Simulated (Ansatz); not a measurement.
```yaml
crystal:
  periodic: [false, false, false]
  atoms:
    - {symbol: Ti, position_ang: [-1.098933, -0.222843, -0.389568]}
    - {symbol: Si, position_ang: [1.652382, 0.361528, 0.631054]}
    - {symbol: H, position_ang: [1.619664, -1.178376, 0.427912]}
    - {symbol: H, position_ang: [2.897455, 0.746320, 1.298941]}
    - {symbol: H, position_ang: [1.628762, 0.941141, -0.810172]}
basis:
  gaussian: {orbitals: def2-TZVP}
total_charge: 1
hamiltonian: {xc: pbe0}
relax: {f_tol: 0.004, max_steps: 80}
```

```sh
$ ansatz run in.yaml --threads 1 --pin off --events-out ev --progress --plain --max-ram 2176MiB
```

Steps of the relaxation (energy above the last step; positions in Å, forces in eV/Å):

```
5
step 1, 1781.7 meV
Ti   -1.099   -0.223   -0.390    1.671    0.551    0.956
Si    1.652    0.362    0.631   -1.847   -1.209   -2.083
H     1.620   -1.178    0.428    0.149    0.667    0.031
H     2.897    0.746    1.299   -0.118    0.292    0.499
H     1.629    0.941   -0.810    0.145   -0.302    0.597
```

```
5
step 2, 1119.5 meV
Ti   -0.951   -0.160   -0.280    1.345    0.401    0.696
Si    1.580    0.313    0.547   -0.783   -0.370   -0.639
H     1.641   -1.195    0.404    0.013    0.103   -0.204
H     2.778    0.761    1.323   -0.588    0.094    0.157
H     1.651    0.928   -0.836    0.012   -0.229   -0.010
```

```
5
step 3, 809.8 meV
Ti   -0.785   -0.108   -0.191    0.414    0.091    0.159
Si    1.525    0.290    0.508    0.495    0.193    0.334
H     1.636   -1.204    0.363   -0.180   -0.167   -0.202
H     2.677    0.772    1.342   -0.549   -0.025   -0.047
H     1.645    0.897   -0.864   -0.180   -0.093   -0.245
```

```
5
step 4, 723.9 meV
Ti   -0.667   -0.086   -0.152    0.085   -0.080   -0.137
Si    1.553    0.289    0.505    0.444    0.240    0.414
H     1.587   -1.215    0.314   -0.200   -0.076   -0.049
H     2.631    0.800    1.389   -0.128   -0.079   -0.137
H     1.596    0.860   -0.898   -0.200   -0.004   -0.091
```

```
5
step 5, 620.6 meV
Ti   -0.519   -0.105   -0.183    0.285   -0.182   -0.310
Si    1.595    0.301    0.528   -0.108    0.266    0.455
H     1.480   -1.212    0.305   -0.238    0.022    0.014
H     2.654    0.812    1.409    0.300   -0.109   -0.184
H     1.489    0.852   -0.900   -0.238    0.002    0.025
```

```
5
step 11, 0.2 meV
Ti   -0.036   -0.323   -0.554   -0.004   -0.006   -0.010
Si    1.517    0.428    0.744    0.005   -0.020   -0.034
H     1.149   -1.177    0.547    0.005    0.034    0.012
H     2.910    0.672    1.173   -0.010   -0.002   -0.004
H     1.159    1.048   -0.752    0.004   -0.006    0.036
```

```
5
step 13, 0.0 meV
Ti   -0.035   -0.325   -0.557    0.000    0.000    0.000
Si    1.518    0.426    0.740   -0.001    0.000    0.000
H     1.149   -1.174    0.551    0.000    0.000    0.000
H     2.909    0.672    1.172    0.001    0.000    0.000
H     1.158    1.049   -0.748    0.000    0.000    0.000
```

Close pairs at the end: Si2–H4 1.477 Å, Si2–H3 1.653 Å, Si2–H5 1.653 Å, Ti1–H5 1.830 Å, Ti1–H3 1.830 Å, Ti1–Si2 2.159 Å.

A stationary point of restricted PBE0 after 13 steps (its stability towards spin polarisation wasn't tested); no frequencies were run, so it isn't proven a minimum. 78 s on 1 thread of Arm Neoverse V1, shared host.
